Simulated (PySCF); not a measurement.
Species: C6H10.
SMILES with atom numbers: `[CH2:1]1[CH2:2][C@H:3]2[CH2:4][CH2:5][C@@H:6]12`

Structure used (PBE0-D3(BJ)/def2-SVP), in Å, numbered top down from 1:
```xyz
16
C6H10 angstrom
C     -1.2780    0.2446   -0.8352
C     -1.1871   -0.9122    0.1893
C     -0.1169   -0.1344    0.9856
C      1.3385   -0.4700    0.6175
C      1.2858    0.5600   -0.5365
C     -0.1377    0.9790   -0.1095
H     -2.2355    0.7837   -0.7818
H     -1.0901   -0.0085   -1.8910
H     -0.8382   -1.8768   -0.2126
H     -2.1198   -1.0976    0.7416
H     -0.3378    0.0613    2.0451
H      1.5334   -1.5189    0.3422
H      2.0536   -0.1886    1.4044
H      1.3476    0.1405   -1.5533
H      2.0365    1.3598   -0.4583
H     -0.2886    2.0442    0.1189
```

Probes without a nucleus sit at each ring's centroid and 1 Å off its mean plane on both sides; NICS is minus the shielding there, NICSzz its component along the normal. Level: GIAO KT2/pcSseg-2 (PySCF, non-relativistic, gas phase) on the PBE0-D3(BJ)/def2-SVP geometry, one conformer.

Ring bond lengths (Å): C1–C2 1.548, C2–C3 1.544, C3–C6 1.562, C6–C1 1.538; C3–C4 1.538, C4–C5 1.548, C5–C6 1.544, C6–C3 1.562.

Question: What do the NICS probes read (ppm)?

Answer: 
```json
{"ring": "C1–C2–C3–C6", "type": "4-membered carbocycle; formal bonds all single", "NICS(0)": "4.0", "NICS(1), two faces": "3.8 / 1.0", "NICS(1)zz, two faces": "9.4 / 4.7", "rms pucker (Å)": "0.03", "centre to ring atoms, mean (Å)": "1.09"}
{"ring": "C3–C4–C5–C6", "type": "4-membered carbocycle; formal bonds all single", "NICS(0)": "4.0", "NICS(1), two faces": "1.0 / 3.8", "NICS(1)zz, two faces": "4.7 / 9.4", "rms pucker (Å)": "0.03", "centre to ring atoms, mean (Å)": "1.09"}
```

Question: What can be read from them?

Answer: 
- C1–C2–C3–C6: mean NICS(1)zz 7.1 ppm, deshielded. C1, C2, C3, C6 have four or more neighbours, and the NICS criterion for π rings isn't applied. The two faces differ by 4.7 ppm, so no symmetry operation interchanges them.
- C3–C4–C5–C6: mean NICS(1)zz 7.1 ppm, deshielded. C3, C4, C5, C6 have four or more neighbours, and the NICS criterion for π rings isn't applied. The two faces differ by 4.7 ppm, so no symmetry operation interchanges them.

Question: At the second NICS(1) probe listed for ring C3–C4–C5–C6, 1 Å off the ring, what do the in-plane components average?

Answer: The isotropic value is a third of the trace: (3 × 3.8 − (9.4))/2 = 1.0 ppm.

Question: Give the inner angles of the rings.

Answer: 
- C1–C2–C3–C6: C1 90.1°, C2 90.3°, C3 89.3°, C6 90.0°; sum 359.7° against 360° for a flat convex ring.
- C3–C4–C5–C6: C3 90.0°, C4 90.1°, C5 90.3°, C6 89.3°; sum 359.7° against 360° for a flat convex ring.

Question: What are the shieldings of the ring atoms and their hydrogens in the same run (means over atoms taken as equivalent)?

Answer: 
```
   atoms                    environment  σ isotropic (ppm)  principal values of the symmetric part, first atom (ppm)
 C1 (×4)      four-membered-ring carbon              149.2                                       132.1, 148.6, 166.9
 C3 (×2)  sp3 carbon at a ring junction              139.3                                       125.2, 129.1, 163.5
 H7 (×4)             methylene hydrogen              28.42                                          25.8, 26.5, 32.9
 H8 (×4)             methylene hydrogen              29.07                                          26.5, 27.1, 34.0
H11 (×2)               methine hydrogen              28.19                                          24.8, 28.4, 31.4
```

Question: How do the values depend on the level or the medium?

Answer: 
```json
{"level": "KT2/pcSseg-2, gas", "NICS(0), C1–C2–C3–C6": "4.0", "mean NICS(1)zz, C1–C2–C3–C6": "7.1", "NICS(0), C3–C4–C5–C6": "4.0", "mean NICS(1)zz, C3–C4–C5–C6": "7.1"}
{"level": "PBE0/pcSseg-1, gas", "NICS(0), C1–C2–C3–C6": "2.7", "mean NICS(1)zz, C1–C2–C3–C6": "5.6", "NICS(0), C3–C4–C5–C6": "2.7", "mean NICS(1)zz, C3–C4–C5–C6": "5.6"}
```

The geometry is the same throughout.

On one thread, Intel Xeon Platinum 8259CL at 2.50 GHz (x86_64), on a shared host, this took 2.3 min wall and 1.2 GiB of memory at its peak. This is the whole shielding run at KT2/pcSseg-2, SCF included.
